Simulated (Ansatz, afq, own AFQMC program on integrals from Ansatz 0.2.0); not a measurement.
AFQMC on a folder of integrals that Ansatz 0.2.0 wrote.

```yaml
crystal:
  periodic: [false, false, false]
  atoms:
    - {symbol: O, position_ang: [0.000000, -0.077582, 0.018453]}
    - {symbol: H, position_ang: [0.000000, 0.731698, -1.132509]}
    - {symbol: H, position_ang: [0.000000, 0.499789, 0.839593]}
basis:
  gaussian: {orbitals: 6-31G}
total_charge: 1
magnetization: {spin_polarized: true, initial_magnetization: 1}
correlation: {method: ccsd_t, electrons: outside_noble_gas, hamiltonian_folder: ham}
```

```sh
$ ansatz run in.yaml --threads 1 --pin off --events-out ev --progress --plain --max-ram 15360MiB --backend cuda --devices 0, --max-vram 18GiB
```

afq runs on the folder ham with

```
--method phaseless --trial hf --walkers 4000 --populations 20 --least-time 40 --time-step 0.005 --steps-per-block 20 --equilibration-blocks 160 --max-blocks 4000 --target-error 0.0016 --factor-cut 1e-05 --start spin_pure --seed 6599 --taylor-order 6
```

Times are imaginary, in 1/Eh. The walk had a cap of 49 s. With eight or more populations the least sampling time is a fifth of least-time, and the error comes from their spread.

afq prints:

```
orbitals 12  electrons 4 3  factors 65 of 139
reference energy -75.52861389 Eh
CCSD correlation -0.11638769 Eh in 11 cycles, weight of the determinant in the CISD state 0.9385
energy of the start -75.530806 Eh
 block  time / (1/Eh)  mean weight  energy / Eh
     1     0.100  1.0004  -75.561324
     2     0.200  1.0006  -75.581174
     3     0.300  1.0009  -75.594991
     4     0.400  1.0007  -75.606741
     5     0.500  1.0007  -75.612082
     8     0.800  1.0003  -75.627068
    13     1.300  1.0002  -75.638289
    31     3.100  0.9997  -75.648868
    49     4.900  1.0000  -75.643464
    67     6.700  1.0002  -75.649773
    85     8.500  1.0000  -75.650917
   103    10.300  1.0002  -75.650059
   121    12.100  1.0002  -75.651446
   139    13.900  0.9998  -75.654138
   157    15.700  1.0002  -75.649053
   163    16.300  1.0003  -75.656658
   175    17.500  1.0002  -75.650910
   193    19.300  0.9999  -75.648135
   211    21.100  0.9999  -75.648805
   229    22.900  1.0000  -75.649345
   235    23.500  0.9996  -75.640843
error from the spread of 20 populations
energy -75.648526 +/- 0.000976 Eh
(rows thinned)
```

The run passed its tests (sampling time, drift between the halves within three errors, error under three times the target), which doesn't prove that it has relaxed.

Against this walk (error 26.5 meV) on the same determinant: CCSD(T) 60.8 meV higher, CCSDT(Q) 46.3 meV higher (within the noise), CCSDTQ 46.2 meV higher (within the noise), full CI 46.0 meV higher (within the noise), a separate phaseless walk with a CISD trial and standard settings 49.1 ± 26.8 meV higher (within the noise). The error is statistical and leaves out the bias of the constraint.

Cautions: constraint bias not in the error.

The walk took 15 s on 1 × NVIDIA H100 80GB HBM3 with 2 threads of AMD EPYC 7R13 Processor (Zen 3), on a shared host (the card was shared). The log's last line is the phaseless energy.

CCSDT and higher add their correlation energy to the determinant of the CCSD(T) run, since their own runs factorise the integrals more tightly (a shift of under 2 meV). A walk keeps the symmetry of its determinant, which the program's search chose and which needn't be the lowest solution, so a lower state of the same spin and another symmetry isn't excluded.
